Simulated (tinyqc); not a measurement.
Extended Hueckel theory, for CH2+, step by step. The parameters take no account of the charge, which enters only through the electron count. One step of it, computed by the program tinyqc.

Problem. Mulliken analysis. P = C n C^T; charge = valence electrons (C 4, H 1) minus the sum of (P S)_ii on the atom; overlap population = 2 sum P_ij S_ij between two atoms.

coefficients:
```
              MO1        MO2        MO3       MO4        MO5        MO6
1C 2s    0.705697   0.000000  -0.282306  0.000000   0.000000   1.288795
1C 2px   0.000000   0.000000   0.000000  1.000000   0.000000   0.000000
1C 2py   0.000000   0.534581   0.000000  0.000000   1.248907   0.000000
1C 2pz  -0.020826   0.000000   0.911691  0.000000   0.000000   0.688046
2H 1s    0.245731   0.428479   0.133359  0.000000  -0.952185  -1.012093
3H 1s    0.245731  -0.428479   0.133359  0.000000   0.952185  -1.012093
```

occupations: 2.000000  2.000000  1.000000  0.000000  0.000000  0.000000

overlap S, lower triangle:
```
           1C 2s    1C 2px     1C 2py    1C 2pz     2H 1s     3H 1s
1C 2s   1.000000
1C 2px  0.000000  1.000000
1C 2py  0.000000  0.000000   1.000000
1C 2pz  0.000000  0.000000   0.000000  1.000000
2H 1s   0.529985  0.000000   0.440327  0.262994  1.000000
3H 1s   0.529985  0.000000  -0.440327  0.262994  0.153614  1.000000
```

Give: charges; Overlap populations.

Solution.

charges: 1C 0.731, 2H 0.135, 3H 0.135

Overlap populations:

| pair | value |
|---|---|
| 2-1 | 0.789723 |
| 3-1 | 0.789723 |
| 3-2 | -0.070243 |
